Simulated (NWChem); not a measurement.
System: allene (C3H4); SMILES C(=C)=C

The following NWChem deck was run.

```
start job
memory heap 200 mb stack 900 mb global 1100 mb
geometry units angstroms
  C      0.000000     0.000000     1.307763
  C      0.000000     0.000000     0.000000
  C      0.000000     0.000000    -1.307763
  H     -0.662381     0.662381     1.874887
  H      0.662381    -0.662381     1.874887
  H     -0.662381    -0.662381    -1.874887
  H      0.662381     0.662381    -1.874887
end
basis spherical
  * library def2-svp
end
dft
  xc slater vwn_5
  iterations 150
end
driver
  maxiter 120
end
task dft optimize
task dft freq
```

Parts of the log:

```
             Northwest Computational Chemistry Package (NWChem) 7.3.0
             --------------------------------------------------------

 D2D symmetry detected

                             Geometry "geometry" -> ""
                             -------------------------

 Output coordinates in angstroms (scale by  1.889725989 to convert to a.u.)

  No.       Tag          Charge          X              Y              Z
 ---- ---------------- ---------- -------------- -------------- --------------
    1 C                    6.0000     0.00000000     0.00000000     1.30776300
    2 C                    6.0000     0.00000000     0.00000000     0.00000000
    3 C                    6.0000     0.00000000     0.00000000    -1.30776300
    4 H                    1.0000    -0.66238100     0.66238100     1.87488700
    5 H                    1.0000     0.66238100    -0.66238100     1.87488700
    6 H                    1.0000    -0.66238100    -0.66238100    -1.87488700
    7 H                    1.0000     0.66238100     0.66238100    -1.87488700

 Effective nuclear repulsion energy (a.u.)      59.0006822721

      Symmetry information
      --------------------

 Group name             D2d
 Group number             32
 Group order               8
 No. of unique centers     3

                                Z-matrix (autoz)
                                --------

 Units are Angstrom for bonds and degrees for angles

      Type          Name      I     J     K     L     M      Value
      ----------- --------  ----- ----- ----- ----- ----- ----------
    1 Stretch                  1     2                       1.30776
    2 Stretch                  1     4                       1.09505
    3 Stretch                  1     5                       1.09505
    4 Stretch                  2     3                       1.30776
    5 Stretch                  3     6                       1.09505
    6 Stretch                  3     7                       1.09505
    7 Bend                     1     3     6               121.19146
    8 Bend                     1     3     7               121.19146
    9 Bend                     2     1     4               121.19146
   10 Bend                     2     1     5               121.19146
   11 Bend                     2     3     6               121.19146
   12 Bend                     2     3     7               121.19146
   13 Bend                     3     1     4               121.19146
   14 Bend                     3     1     5               121.19146
   15 Bend                     4     1     5               117.61708
   16 Bend                     6     3     7               117.61708
   17 Torsion                  2     1     4     5        -180.00000
   18 Torsion                  2     1     5     4        -180.00000
   19 Torsion                  2     3     6     7         180.00000
   20 Torsion                  2     3     7     6         180.00000
   21 Torsion                  4     1     3     6         -90.00000
   22 Torsion                  4     1     3     7          90.00000
   23 Torsion                  1     4     2     3        -180.00000
   24 Torsion                  5     1     3     6          90.00000
   25 Torsion                  5     1     3     7         -90.00000
   26 Torsion                  1     5     2     3        -180.00000
   27 Torsion                  1     2     6     3         180.00000
   28 Torsion                  1     2     7     3         180.00000

                           NWChem Geometry Optimization
                           ----------------------------

 maximum gradient threshold         (gmax) =   0.000450
 rms gradient threshold             (grms) =   0.000300
 maximum cartesian step threshold   (xmax) =   0.001800
 rms cartesian step threshold       (xrms) =   0.001200
 fixed trust radius                (trust) =   0.300000
 source of zmatrix                         =   autoz

          -------------------
          Energy Minimization
          -------------------

[...]

      ----------------------
      Optimization converged
      ----------------------

  Step       Energy      Delta E   Gmax     Grms     Xrms     Xmax
  ---- ---------------- -------- -------- -------- -------- --------
@    2    -115.46612121 -1.5D-06  0.00009  0.00004  0.00050  0.00087
                                     ok       ok       ok       ok

                                Z-matrix (autoz)
                                --------

 Units are Angstrom for bonds and degrees for angles

      Type          Name      I     J     K     L     M      Value     Gradient
      ----------- --------  ----- ----- ----- ----- ----- ---------- ----------
    1 Stretch                  1     2                       1.30860   -0.00007
    2 Stretch                  1     4                       1.10567    0.00002
    3 Stretch                  1     5                       1.10567    0.00002
    4 Stretch                  2     3                       1.30860   -0.00007
    5 Stretch                  3     6                       1.10567    0.00002
    6 Stretch                  3     7                       1.10567    0.00002
    7 Bend                     1     3     6               121.25928   -0.00004
    8 Bend                     1     3     7               121.25928   -0.00004
    9 Bend                     2     1     4               121.25928   -0.00004
   10 Bend                     2     1     5               121.25928   -0.00004
   11 Bend                     2     3     6               121.25928   -0.00004
   12 Bend                     2     3     7               121.25928   -0.00004
   13 Bend                     3     1     4               121.25928   -0.00004
   14 Bend                     3     1     5               121.25928   -0.00004
   15 Bend                     4     1     5               117.48143    0.00009
   16 Bend                     6     3     7               117.48143    0.00009
   17 Torsion                  2     1     4     5         180.00000   -0.00000
   18 Torsion                  2     1     5     4         180.00000    0.00000
   19 Torsion                  2     3     6     7        -180.00000   -0.00000
   20 Torsion                  2     3     7     6        -180.00000    0.00000
   21 Torsion                  4     1     3     6         -90.00000    0.00000
   22 Torsion                  4     1     3     7          90.00000    0.00000
   23 Torsion                  1     4     2     3        -180.00000   -0.00000
   24 Torsion                  5     1     3     6          90.00000    0.00000
   25 Torsion                  5     1     3     7         -90.00000   -0.00000
   26 Torsion                  1     5     2     3         180.00000    0.00000
   27 Torsion                  1     2     6     3        -180.00000   -0.00000
   28 Torsion                  1     2     7     3        -180.00000    0.00000

[...]

 Rotational Constants
 --------------------
 A=   4.681055 cm-1  (  6.734843 K)
 B=   0.294805 cm-1  (  0.424149 K)
 C=   0.294805 cm-1  (  0.424149 K)

 Temperature                      =   298.15K
 frequency scaling parameter      =   1.0000

 Zero-Point correction to Energy  =   33.314 kcal/mol  (  0.053089 au)
 Thermal correction to Energy     =   35.740 kcal/mol  (  0.056955 au)
 Thermal correction to Enthalpy   =   36.332 kcal/mol  (  0.057899 au)

 Total Entropy                    =   58.196 cal/mol-K
   - Translational                =   36.973 cal/mol-K (mol. weight =  40.0313)
   - Rotational                   =   18.148 cal/mol-K (symmetry #  =        4)
   - Vibrational                  =    3.075 cal/mol-K

 Cv (constant volume heat capacity) =   12.336 cal/mol-K
   - Translational                  =    2.979 cal/mol-K
   - Rotational                     =    2.979 cal/mol-K
   - Vibrational                    =    6.377 cal/mol-K

[normal modes left out]

 ----------------------------------------------------------------------------
 Normal Eigenvalue ||           Projected Infra Red Intensities
  Mode   [cm**-1]  || [atomic units] [(debye/angs)**2] [(KM/mol)] [arbitrary]
 ------ ---------- || -------------- ----------------- ---------- -----------
    1       -0.000 ||    0.000000           0.000         0.000       0.000
    2       -0.000 ||    0.000000           0.000         0.000       0.000
    3       -0.000 ||    0.000000           0.000         0.000       0.000
    4        0.000 ||    0.000000           0.000         0.000       0.000
    5        0.000 ||    0.000000           0.000         0.000       0.000
    6        0.000 ||    0.000000           0.000         0.000       0.000
    7      371.780 ||    0.007177           0.166         6.996       6.276
    8      371.780 ||    0.007177           0.166         6.996       6.276
    9      805.379 ||    0.062574           1.444        61.000      54.718
   10      805.379 ||    0.062574           1.444        61.000      54.718
   11      846.096 ||    0.000000           0.000         0.000       0.000
   12      937.050 ||    0.001095           0.025         1.067       0.957
   13      937.050 ||    0.001095           0.025         1.067       0.957
   14     1086.507 ||    0.000000           0.000         0.000       0.000
   15     1304.706 ||    0.011347           0.262        11.061       9.922
   16     1395.279 ||    0.000000           0.000         0.000       0.000
   17     2061.241 ||    0.084273           1.944        82.153      73.693
   18     3051.465 ||    0.001310           0.030         1.277       1.146
   19     3054.862 ||    0.000000           0.000         0.000       0.000
   20     3143.025 ||    0.000765           0.018         0.746       0.669
   21     3143.025 ||    0.000765           0.018         0.746       0.669
 ----------------------------------------------------------------------------
```

Level: LDA (Slater exchange, VWN5)/def2-SVP.
